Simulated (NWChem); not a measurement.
**Correlation energy of HLi**

```
Li
H 1 1.5976
```
Charge 0, spin multiplicity 1.

All runs are NWChem calculations. The geometry was optimised at PBE0/def2-SVP, a minimum by its harmonic frequencies.

Basis set: def2-TZVP. Each correlation energy counts from its own Hartree-Fock reference.

The correlated methods freeze no orbitals. The structure started from a generated list of species. Coupled-cluster values serve here as a point of comparison, not as the truth.

Question: Order these methods by the correlation energy they give, lowest first: CCSD(T), SCS-MP2, MP2.

Answer: CCSD(T) (-62.9 mHa), SCS-MP2 (-61.4 mHa), MP2 (-51.5 mHa)
